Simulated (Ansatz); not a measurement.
Correlation energies of CH3NO, SMILES `NC=O` by basis set

```xyz
6

N    -0.373    0.308    0.495
C     0.353   -0.290   -0.475
O     0.333    0.016   -1.641
H    -0.985    1.069    0.254
H    -0.313    0.007    1.450
H     0.985   -1.110   -0.083
```

Charge 0, multiplicity 1. The geometry is a stationary point of PBE0-D4/def2-TZVP. It is one conformer, not always the lowest. Frozen core, restricted reference, Ansatz 0.2.0. CBS rows extrapolate triple and quadruple zeta.

```csv
basis,HF (Eh),MP2 corr.
def2-SVP,-168.80677,-0.48098
def2-TZVPP,-169.01001,-0.60128
def2-QZVPP,-169.01802,-0.64582
cc-pV(D+d)Z,-168.94849,-0.48174
cc-pV(T+d)Z,-169.00194,-0.60331
cc-pV(Q+d)Z,-169.01534,-0.64723
```

(1) Estimate the CCSD correlation energy and the (T) correction in each basis where they were run (hartree).

Answers

(1) 
| basis | CCSD corr. | (T) |
| --- | --- | --- |
| def2-SVP | -0.49948 | -0.01509 |
| def2-TZVPP | -0.61219 | -0.02550 |
| def2-QZVPP | -0.65014 | -0.02860 |
| CBS(def2) | -0.67825 | -0.03090 |
| cc-pV(D+d)Z | -0.50037 | -0.01520 |
| cc-pV(T+d)Z | -0.61380 | -0.02572 |
| cc-pV(Q+d)Z | -0.65153 | -0.02858 |
| CBS(cc) | -0.67840 | -0.03062 |
